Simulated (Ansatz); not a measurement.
Geometry optimisation, RKS B3LYP-D4/6-31G* in Ansatz.

The input (input.yaml):

```yaml
crystal:
  periodic: [false, false, false]
  atoms:
    - { symbol: C, position_ang: [-0.69385, 0.18681, -0.54798] }
    - { symbol: "N", position_ang: [0.69673, 0.45691, 0.15101] }
    - { symbol: Al, position_ang: [-0.14188, -1.21909, 0.67004] }
    - { symbol: H, position_ang: [-0.59651, 0.13493, -1.63425] }
    - { symbol: H, position_ang: [-1.42556, 0.95923, -0.30124] }
    - { symbol: H, position_ang: [1.43572, 0.58102, -0.54604] }
    - { symbol: H, position_ang: [0.68295, 1.34341, 0.66301] }
    - { symbol: H, position_ang: [0.0424, -2.44322, 1.54545] }
total_charge: 1
basis:
  gaussian: { orbitals: "6-31G*" }
hamiltonian:
  xc: b3lyp
  dispersion: d4
relax:
  f_tol: 0.02
  max_steps: 40
```

Launched with:

```bash
$ ansatz run input.yaml --threads 1 --pin off --max-ram 2048MiB --backend cpu --events-out ev --progress --plain --runs-dir out
```

Where does it end, and by what steps?

It converged. Limits of this set-up: the dipole of an ion depends on the origin. After 4 steps the energy has fallen by 0.075 eV; H8 moved furthest, 0.09 Å.

```json
{"step": "0", "energy less start (eV)": "0.0000", "largest force component (eV/Å)": "0.777", "accepted": "yes"}
{"step": "1", "energy less start (eV)": "-0.0613", "largest force component (eV/Å)": "0.378", "accepted": "yes"}
{"step": "2", "energy less start (eV)": "-0.0714", "largest force component (eV/Å)": "0.178", "accepted": "yes"}
{"step": "3", "energy less start (eV)": "-0.0746", "largest force component (eV/Å)": "0.132", "accepted": "yes"}
{"step": "4", "energy less start (eV)": "-0.0753", "largest force component (eV/Å)": "0.013", "accepted": "yes"}
```

```xyz
8
Properties=species:S:1:pos:R:3
C -0.696 0.208 -0.562
N 0.674 0.473 0.125
Al -0.217 -1.214 0.621
H -0.596 0.126 -1.644
H -1.434 0.963 -0.294
H 1.460 0.536 -0.525
H 0.690 1.309 0.713
H 0.119 -2.400 1.568
```

Time of the run: 11 s on 1 thread of Arm Neoverse V2, on a shared host, peak memory 0.13 GiB.
